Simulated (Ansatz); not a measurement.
## Other spins and charges of H3Ge–GeH, triplet at one geometry

Geometry (PBE0/def2-TZVP stationary point for this spin, not checked as a minimum):

```xyz
6

Ge    0.0000   -0.0229    1.1903
Ge    0.0000    0.0409   -1.2321
H     1.2555   -0.7421    1.7164
H     0.0000    1.4326    1.6767
H    -1.2555   -0.7421    1.7164
H     0.0000   -1.2486   -2.0914
```

Basis cc-pVDZ; Ansatz 0.2.0. Only valence electrons are correlated (noble-gas cores and the filled d shells of p-block atoms frozen). Prefix R: restricted or restricted open-shell reference; prefix U: unrestricted. No spin–orbit coupling is included, and no scalar relativity.

Gaps are energies of the second state less the first, at fixed atoms, for a selection of the levels run; each method lands on the state that its own search finds for that charge and spin.

For open shells CISD is restricted-active-space CI with the open shells as a complete middle space.

Task: PBE gives 10.520 eV for removing an electron, to the quartet. Estimate what UCCSDT(Q) gives in cc-pVDZ.

Result: UCCSDT(Q) in cc-pVDZ gives 10.505 eV, so against it PBE is off by 0.015 eV, of which a good part can be the reference's own basis and frozen-core error.

```tsv
level	gap (eV)	error (meV)
UHF	9.969	-536
UMP2	10.505	0
CISD	10.432	-73
UCCSD	10.498	-7
UCCSD(T)	10.507	2
BCCD(T)	10.516	11
UCCSDT	10.504	-1
r2SCAN	10.625	120
PBE0	10.660	155
B3LYP	10.692	187
r2SCANh	10.658	153
wB97M-V	10.696	191
B2PLYP	10.603	98
RPA-PBE	10.630	125
```

Removing an electron, to the doublet: 7.456 eV at UCCSDT(Q).

```tsv
level	gap (eV)	error (meV)
UHF	7.178	-278
UMP2	7.467	11
CISD	7.415	-41
UCCSD	7.448	-8
UCCSD(T)	7.457	1
BCCD(T)	7.451	-5
UCCSDT	7.456	0
PBE	7.453	-3
r2SCAN	7.691	235
PBE0	7.574	118
B3LYP	7.470	14
wB97M-V	7.444	-12
B2PLYP	7.412	-44
RPA-PBE	7.520	64
```

Task: PBE gives 6.083 eV for quintet less triplet. Estimate what UCCSDT(Q) gives in cc-pVDZ.

Result: UCCSDT(Q) in cc-pVDZ gives 6.415 eV, so against it PBE is off by -0.332 eV, of which a good part can be the reference's own basis and frozen-core error.

```
   level  gap (eV)  error (meV)
    CISD     6.408           -7
   UCCSD     6.436           21
UCCSD(T)     6.424            9
 BCCD(T)     6.434           19
  r2SCAN     6.207         -208
    PBE0     6.248         -167
   B3LYP     6.313         -102
 wB97M-V     6.464           49
  B2PLYP     6.411           -4
 RPA-PBE     6.450           35
```

In so small a basis the reference is far from its limit while semilocal and hybrid functionals are nearer theirs (RPA and double hybrids share part of the reference's basis error), so the functionals' errors here hold much of the reference's basis and frozen-core error, which can add to them or hide them.

Full CI isn't at hand for all of this; UCCSDT(Q) serves as the reference, and is uncertain by the last step of the cluster series or more. The frozen core follows each run's orbitals, which can shift R against U totals by a few meV for light atoms and by up to 0.1 eV past Ca.
